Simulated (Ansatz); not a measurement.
in.yaml

```yaml
crystal:
  periodic: [false, false, false]
  atoms:
    - {symbol: N, position_ang: [0.000000, 0.000000, -1.943000]}
    - {symbol: Al, position_ang: [0.000000, 0.000000, -0.126200]}
    - {symbol: P, position_ang: [0.000000, 0.000000, 2.069200]}
basis:
  gaussian: {orbitals: STO-3G}
magnetization: {spin_polarized: false, initial_magnetization: 1}
correlation: {method: ccsd_t, electrons: outside_noble_gas}
scf: {lower_state_search: full}
```

```sh
$ ansatz run in.yaml --threads 1 --pin off --events-out ev --progress --plain --max-ram 2393MiB
```

Log:

```
251 factors; integrals over basis functions are off by at most 4.6e-5 eV
mean field evaluation 1: about -17098.9720 eV, gradient 6.2e1 eV
mean field evaluation 2: about -17098.9838 eV, gradient 6.2e1 eV
mean field evaluation 4: about -17121.2276 eV, gradient 3.7e1 eV
mean field evaluation 8: about -17127.2813 eV, gradient 2.0e0 eV
mean field evaluation 16: about -17127.3438 eV, gradient 1.8e-5 eV
mean field evaluation 32: about -17120.5962 eV, gradient 3.2e1 eV
mean field evaluation 64: about -17124.4021 eV, gradient 6.5e-1 eV
mean field evaluation 96: about -17126.8587 eV, gradient 7.9e0 eV
mean field evaluation 128: about -17121.9759 eV, gradient 4.5e-1 eV
mean field evaluation 160: about -17081.0750 eV, gradient 2.5e1 eV
...
mean field -17127.34380595 eV, -629.4182755382 hartree, gradient 1.8e-6 eV, S^2 0.750000; 22 other end points of the search recorded, 0 dependent functions left out
...
determinant -17127.34380595 eV, -629.4182755382 hartree, with singles and doubles -17131.72421666 eV, -629.5792526624 hartree
determinant -17127.14324822 eV, -629.4109051776 hartree, with singles and doubles -17131.53125654 eV, -629.5721615087 hartree
determinant -17127.06336401 eV, -629.4079694869 hartree, with singles and doubles -17130.52303795 eV, -629.5351101592 hartree
determinant -17126.80977294 eV, -629.3986501871 hartree, with singles and doubles -17129.91092123 eV, -629.5126152846 hartree
determinant -17124.40316162 eV, -629.3102088521 hartree, with singles and doubles -17129.82586235 eV, -629.5094894283 hartree
determinant -17127.34380595 eV, -629.4182755382 hartree, with singles and doubles -17132.50576992 eV, -629.6079742149 hartree
determinant -17127.14324822 eV, -629.4109051776 hartree, with singles and doubles -17132.58940856 eV, -629.6110478785 hartree
...
determinant -17124.11170491 eV, -629.2994980155 hartree, with singles and doubles -17131.68548805 eV, -629.5778294124 hartree
determinant -17124.11170491 eV, -629.2994980155 hartree, with singles and doubles -17132.13771952 eV, -629.5944486124 hartree
unrestricted determinant -17130.19666975 eV, -629.5231163491 hartree, S^2 1.7993
11 core orbitals not correlated: weight in the atoms' cores, before any rotation towards them, 0.999 or more for the frozen orbitals, at most 0.000 for the correlated occupied ones
reference -17127.14324822 eV, -629.4109051776 hartree; 7, 6 occupied and 5, 6 virtual orbitals, 251 factors
second order -2.55155652 eV of doubles, -0.01150824 eV of singles
...
cycle  42  -5.44615092 eV  change   -4.1e-6 eV  update   5.1e-6
cycle  43  -5.44615562 eV  change   -4.7e-6 eV  update   4.2e-6
cycle  44  -5.44615687 eV  change   -1.3e-6 eV  update   3.0e-6
cycle  45  -5.44615607 eV  change    8.0e-7 eV  update   2.3e-6
cycle  46  -5.44615636 eV  change   -2.9e-7 eV  update   1.7e-6
cycle  47  -5.44615610 eV  change    2.6e-7 eV  update   1.2e-6
cycle  48  -5.44615491 eV  change    1.2e-6 eV  update   1.0e-6
cycle  49  -5.44615404 eV  change    8.7e-7 eV  update   8.5e-7
cycle  50  -5.44615302 eV  change    1.0e-6 eV  update   7.3e-7
cycle  51  -5.44615229 eV  change    7.4e-7 eV  update   4.7e-7
perturbative correction -1.98913690 eV, -0.0730994329 hartree
WARN: the results are in doubt because among natural orbitals the method converges to other amplitudes
Total energy: -17134.57853742 eV, -629.6841470155 hartree
In doubt: among natural orbitals the method converges to other amplitudes
```

The T1 diagnostic is 0.342, too large for the energy to be relied on.

Ran on 1 thread of Arm Neoverse V1, shared host: 3.6 s wall, 0.16 GiB peak host memory.
